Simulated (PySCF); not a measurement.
Compound: C5H3Cl.
Atom-mapped SMILES: `[CH:1]#[C:2][CH:3]([Cl:4])[C:5]#[CH:6]` (hydrogens: H7 on C1; H8 on C3; H9 on C6)

The closed-shell ground state was solved at several levels (PySCF, density fitting, gas phase, non-relativistic). Geometry: PBE0-D3(BJ)/def2-SVP; no solvent, vibrations or thermal averaging.

```
           level  basis functions  HOMO (eV)  LUMO (eV)  gap (eV)  dipole (D)
   PBE0/pcSseg-1              124      -8.21      -1.13      7.08        1.83
wB97X-D/pcSseg-2              265     -10.05       0.60     10.65        1.74
```

**Question.** Estimate the row for B3LYP/def2-SVPD, a basis of 151 functions; the other rows only guide the guess.

**Answer.** HOMO -7.97 eV, LUMO -1.45 eV, gap 6.52 eV, dipole 1.78 D.

**Question.** Over all these levels, which gives the widest orbital gap and which the narrowest?

**Answer.** wB97X-D/pcSseg-2 (range-separated hybrid) has the widest, 10.65 eV, and B3LYP/def2-SVPD (global hybrid, 20 % exact exchange) the narrowest, 6.52 eV. Functional and basis both differ between the two, so the spread mixes both effects.

**Question.** How far do the dipole and the HOMO energy spread over the levels?

**Answer.** The dipole runs from 1.74 to 1.83 D (mean 1.78 D) and the HOMO from -10.05 to -7.97 eV.
